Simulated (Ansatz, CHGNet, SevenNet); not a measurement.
Elastic constant C44 (GPa) of solids drawn from the class of tetrahedrally bonded semiconductors and semimetals, from the machine-learned potential CHGNet 0.3.0 (trained on PBE and PBE+U data); the machine-learned potential CHGNet-r²SCAN (trained on r²SCAN data); the machine-learned potential SevenNet-0 (trained on PBE and PBE+U data); the machine-learned potential SevenNet-l3i5 (trained on PBE and PBE+U data); PBE (Ansatz, a first-principles code, plane waves, PAW); r²SCAN (Ansatz, plane waves, PAW).

```csv
solid,CHGNet 0.3.0,CHGNet-r²SCAN,SevenNet-0,SevenNet-l3i5,PBE,r²SCAN
2H-SiC,44.8,37.1,111,104,151,(withheld)
zinc-blende ZnS,27.4,25.1,42.6,42.1,46.0,(withheld)
wurtzite ZnO,30.6,27.0,34.9,36.4,37.1,38.0
zinc-blende ZnSe,19.1,12.1,32.3,30.2,37.1,41.5
zinc-blende GaP,23.4,20.3,32.1,49.1,64.5,73.1
zinc-blende BP,37.4,43.2,89.1,68.6,185,197
zinc-blende CdS (metastable phase),12.9,2.36,17.9,22.0,25.8,25.8
3C-SiC,74.6,58.6,165,176,239,261
zinc-blende GaN (metastable phase),107,71.5,124,133,145,161
zinc-blende CdTe,3.96,3.47,13.7,16.6,18.6,19.9
```

Some entries are withheld; supply them.


- 2H-SiC, r²SCAN: 165
- zinc-blende ZnS, r²SCAN: 50.1

The levels part most in proportion for zinc-blende CdS (metastable phase) (2.36 to 25.8 GPa) and least for wurtzite ZnO (27.0 to 38.0 GPa).

Ansatz's runs of these crystals have no spin polarisation.

Each level is taken at its own relaxed cell. Ansatz's density-functional and Hartree–Fock values are scalar-relativistic unless marked +SOC, with PAW data made under PBE.

Machine-learned potentials (CHGNet 0.3.0, CHGNet-r²SCAN, SevenNet-0, SevenNet-l3i5) are trained on DFT data: a solid inside that data is no test of them.
